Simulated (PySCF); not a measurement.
TDDFT beside published excitation energies

Published values to compare with (the computed states carry no symmetry labels, so the two lists aren't matched line by line):

| state | E (eV) | f | kind of transition | source |
| --- | --- | --- | --- | --- |
| 3A''(n→π*) | 5.45 |  | vertical absorption | [1] |
| 1A''(n→π*) | 5.72 |  | vertical absorption | [1] |
| 3A'(π→π*) | 5.90 |  | vertical absorption | [1] |
| 1A'(π→π*) | 7.62 |  | vertical absorption | [1] |

[1] computed, CC3/TZVP, gas; arXiv:2401.06101 (2024), CC3 reference column of Thiel's set

Compound: propanamide, C3H7NO.
SMILES: `CCC(N)=O`

Computed with TDDFT CAM-B3LYP/aug-cc-pVTZ, vertical, gas phase, core orbitals frozen in the response in PySCF. One conformer (not necessarily the lowest) at the PBE0-D3(BJ)/def2-TZVP geometry, without solvent, vibrations or thermal averaging. Torsions of this conformer, `[CH3:1][CH2:2][C:3]([NH2:4])=[O:5]`: C1–C2–C3–N4 171°, H–N4–C3–C2 5°, H–N4–C3–C2 175°.

Computed singlets: 5.74 eV (f 0.000); 6.49 eV (f 0.022); 6.56 eV (f 0.018); 7.18 eV (f 0.025); 7.36 eV (f 0.011); 7.49 eV (f 0.110); 7.55 eV (f 0.005); 7.56 eV (f 0.002); 7.75 eV (f 0.002); 8.10 eV (f 0.001). Computed triplets (Tamm–Dancoff): 5.27, 5.73, 6.35, 6.45 eV.

Question: How does the lowest computed singlet compare with the best estimate listed for the lowest singlet (vertical absorption)?

Answer: 5.74 eV against 5.72 eV for 1A''(n→π*) [1]: a difference of +0.02 eV. Geometry and basis of the two calculations needn't be the same.

Question: How does the lowest computed triplet compare with the best estimate listed for the lowest triplet (vertical absorption)?

Answer: 5.27 eV against 5.45 eV for 3A''(n→π*) [1]: a difference of -0.18 eV. Geometry and basis of the two calculations needn't be the same.
